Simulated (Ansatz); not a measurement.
NaF₂⁻ (the lowest singlet isomer of a short search). Charge -1, multiplicity 1. Geometry r2SCAN-D4/def2-TZVPD, basis def2-TZVPD, Ansatz.

```xyz
3

Na   -0.0001    0.0000    0.0000
F     0.5853    1.9154   -0.4138
F    -0.5852   -1.9154    0.4138
```

| run | HOMO (eV) | LUMO (eV) |
| --- | --- | --- |
| A | -1.29 | 2.85 |
| B | -2.79 | 2.82 |
| C | -1.25 | 2.73 |
| D | -5.43 | 2.90 |
| E | -2.37 | 2.76 |
| F | -1.03 | 2.69 |

HSE06 is defined as in plane-wave codes, on full-range PBE exchange. The structure comes from a short search, and lower isomers may exist.

**Question.** The runs used HSE06, LDA (SPW92), PBE, PBE0, r2SCAN, ωB97M-V. Estimate which is which.

**Answer.** A r2SCAN (0 % exact exchange); B PBE0 (25 % exact exchange); C LDA (SPW92) (0 % exact exchange); D ωB97M-V (range-separated); E HSE06 (range-separated); F PBE (0 % exact exchange). Exact exchange lowers occupied and raises empty levels; among semilocal functionals meta-GGAs tend to open the gap a little, and such runs are hard to tell apart. The gap grows from 3.72 eV (PBE) to 8.33 eV (ωB97M-V).
